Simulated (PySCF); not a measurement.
Structure problem from calculated spectra and properties.

Formula: C3HCl3.

- Polarisability: 78.5 au [B3LYP/def2-SVPD]
- UV, first state: lowest singlet excitation: 5.64 eV (220 nm, f = 0.000) [TDDFT B3LYP/def2-SVPD]
- NMR, other nuclei: isotropic shieldings of nuclei other than C and H, by class: 510 (3 Cl) ppm [GIAO HF/pcSseg-2]
- Triplet: lowest triplet excitation (Tamm–Dancoff): 4.76 eV [TDA B3LYP/def2-SVPD]
- 13C NMR: chemical shifts (computed TMS as zero) by class: 93.3 (1 C), 83.9 (1 C), 74.8 (1 C) ppm [GIAO HF/pcSseg-2]
- Rotational structure: rotational constants A, B, C: 1.710, 1.635, 1.634 GHz [PBE0-D3(BJ)/def2-SVP]
- UV, strongest line: among the 10 lowest singlet transitions: S9 at 6.46 eV (192 nm, f = 0.084) [TDDFT B3LYP/def2-SVPD]
- 1H NMR: chemical shifts (computed TMS as zero) by class: 3.95 (1 H) ppm [GIAO HF/pcSseg-2]
- Valence photoelectron: vertical ionisation energy: 10.92 eV [ΔSCF B3LYP/def2-SVPD]

Electronic properties: PySCF, gas phase, density fitting. Levels stand in brackets. Geometry: PBE0-D3(BJ)/def2-SVP; no solvent, vibrations or thermal averaging. Each NMR value is the plain mean over a class of atoms that symmetry, rotation or inversion makes alike.

Problem. Give a SMILES that accounts for the data.

Solution. Numbering: `[CH:1]#[C:2][C:3]([Cl:4])([Cl:5])[Cl:6]`. Its formula, C3HCl3, gives 2 degrees of unsaturation: 0 rings and 2 π bonds in the structure found. 3 carbons fall into 3 classes; from least to most shielded: terminal alkyne carbon [C1] (93.3 ppm), CCl3 carbon [C3] (83.9 ppm), alkyne carbon [C2] (74.8 ppm). The one hydrogen (3.95 ppm): alkyne hydrogen. The other shieldings belong to: 510 ppm, chlorine of a CCl3 group [Cl4/Cl5/Cl6]. The optimised geometry has point group C3v and is a prolate symmetric top (the spread among constants that symmetry makes equal is optimisation noise). Structure: `C#CC(Cl)(Cl)Cl`. The assignments are read from this structure; whether some other isomer fits the data as well wasn't checked. NMR values of atoms bound to several Cl lack the spin–orbit term that these neighbours bring.
